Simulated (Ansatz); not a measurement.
A made-up structure of CH₃OSi (charge -1), singlet:

```
6
angstrom
O -0.4773 -1.3297 -0.7846
C -0.1381 -0.7240 0.3968
Si 0.7256 0.8666 0.2840
H -0.7521 -2.2208 -0.5585
H -0.2585 -1.5053 1.1029
H 0.3298 1.6188 1.5284
```

It is relaxed with PBE-D4/def2-SVPD and then PBE0-D4/def2-TZVPD (Ansatz 0.2.0). Atoms count as bonded within 1.22 times the sum of their covalent radii (H–H: 0.88 Å). The end point is not checked to be a true minimum.

Task: Does its bonding change? (A judgement: the text doesn't fix the answer.)

Result: By the calculation: No: no bond forms or breaks.

Where it ends: The first stage lowers the energy by 0.72 eV in 7 steps. It ends as CH₃OSi ([OH][CH][SiH]), total charge -1:
| atom | x (Å) | y (Å) | z (Å) |
| --- | --- | --- | --- |
| O1 | -0.5340 | -1.4301 | -0.8231 |
| C2 | -0.1821 | -0.6178 | 0.2831 |
| Si3 | 0.5531 | 0.9849 | 0.1439 |
| H4 | -0.4674 | -2.3438 | -0.5405 |
| H5 | -0.4722 | -1.0914 | 1.2283 |
| H6 | 0.5320 | 1.2039 | 1.6774 |

Labels in which every atom is bracketed show which atoms are joined, not bond orders.

For scale, one of the runs: PBE0-D4/def2-TZVPD relaxation, 147 basis functions, launched by `ansatz run in.yaml --threads 2 --pin off --events-out ev --progress --plain --max-ram 4352MiB`. The run took about 49 s on 2 CPU threads of an Arm Neoverse V1 (shared host).
